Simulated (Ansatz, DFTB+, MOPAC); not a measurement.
Species: C$_{3}$H$_{3}$N (charge 0, singlet). SMILES: C=CC#N

Atoms: C1, C2, C3, H4, H5, H6, N7. Bonds: C1-C2, C1-H4, C1-H5, C2-C3, C2-H6, C3-N7.

Bond lengths (Å) and angles (degrees) optimised at AM1 with MOPAC; SCC-DFTB with DFTB+; HF/3-21G with Ansatz (a first-principles code); HF/6-31G* with Ansatz; PBE/6-31G* with Ansatz; B3LYP/6-31G* with Ansatz, each started from the B3LYP-D3(BJ)/def2-TZVP structure (Ansatz) of the last column. A row stands for all coordinates that are equal there; 9 of 13 kinds are shown. 6-31G* holds six Cartesian d functions. No wavenumbers were computed at SCC-DFTB, PBE/6-31G*, so these may be saddle points.

```
coordinate    AM1  SCC-DFTB  HF/3-21G  HF/6-31G*  PBE/6-31G*  B3LYP/6-31G*  B3LYP-D3(BJ)/def2-TZVP
----------  -----  --------  --------  ---------  ----------  ------------  ----------------------
C1-C2       1.334     1.338     1.319      1.320       1.349         1.339                   1.331
C1-H4       1.099     1.093     1.072      1.074       1.094         1.085                   1.082
C1-H5       1.099     1.093     1.072      1.074       1.093         1.085                   1.081
C2-C3       1.419     1.438     1.427      1.443       1.429         1.431                   1.426
C2-H6       1.105     1.100     1.072      1.074       1.096         1.087                   1.084
C3-N7       1.164     1.149     1.140      1.136       1.177         1.163                   1.152
C1-C2-C3    123.3     122.5     122.8      122.2       123.1         122.9                   123.0
C2-C3-N7    179.1     178.8     179.9      179.2       178.7         178.8                   178.8
C2-C1-H4    123.2     121.7     122.1      122.0       121.8         121.9                   121.7
```

Mean signed difference of all 6 bond lengths from B3LYP-D3(BJ)/def2-TZVP: AM1 0.011 Å, SCC-DFTB 0.009 Å, HF/3-21G -0.009 Å, HF/6-31G* -0.006 Å, PBE/6-31G* 0.014 Å, B3LYP/6-31G* 0.006 Å.
